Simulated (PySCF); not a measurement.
# Neon: a sound run and one with changed settings

Sound run: Ne [Ne], Ne⁺ [He] 2s2 2p5. Calculation: PySCF 2.14, in 6-31G*; no relativity, point nucleus. The sound run starts from symmetry-adapted Hartree-Fock orbitals and uses a fine grid where one is needed.

A second run was set up differently.

| species | method | sound run (hartree) | changed run (hartree) | converged |
| --- | --- | --- | --- | --- |
| Ne | UHF | -128.47388 | -128.47388 | yes |
| Ne | PBE0 | -128.78985 | -128.80010 | yes |
| Ne | LDA | -128.14147 | -128.15527 | yes |
| Ne⁺ | UHF | -127.75061 | -127.75061 | yes |
| Ne⁺ | PBE0 | -128.01280 | -128.02207 | yes |
| Ne⁺ | LDA | -127.34398 | -127.35528 | yes |

Ionisation energy of Ne:

| method | sound run (eV) | changed run (eV) |
| --- | --- | --- |
| UHF | 19.681 | 19.681 |
| PBE0 | 21.145 | 21.171 |
| LDA | 21.701 | 21.769 |

Q: What was changed?
A. minimal basis
B. level shift left on
C. a valence shell is frozen
D. radial grid too coarse

A: D. It used radial step 0.5 in ln r (0.13 in the sound run). A coarse radial grid mis-integrates the density and the exchange-correlation energy, with errors of either sign; Hartree-Fock needs no grid.
